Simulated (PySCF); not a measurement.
Method: PBE-D3(BJ)/def2-TZVP // PBE0-D3(BJ)/def2-TZVP (PySCF). All species are isolated molecules in the gas phase. One relaxed conformer stands for a flexible species; it need not be the lowest. 

Reference species (SMILES): `S[Si](S)(S)S` (neutral, multiplicity 1).

| Quantity | Value |
|---|---|
| HOMO | -6.39 eV |

Changed species: `[SiH4]` (4 of 4 SH replaced by H; the reference has 0 of 4 SH replaced by H).

Q: What does the change do to the HOMO?

A: the HOMO falls by 2.12 eV, to -8.51 eV.
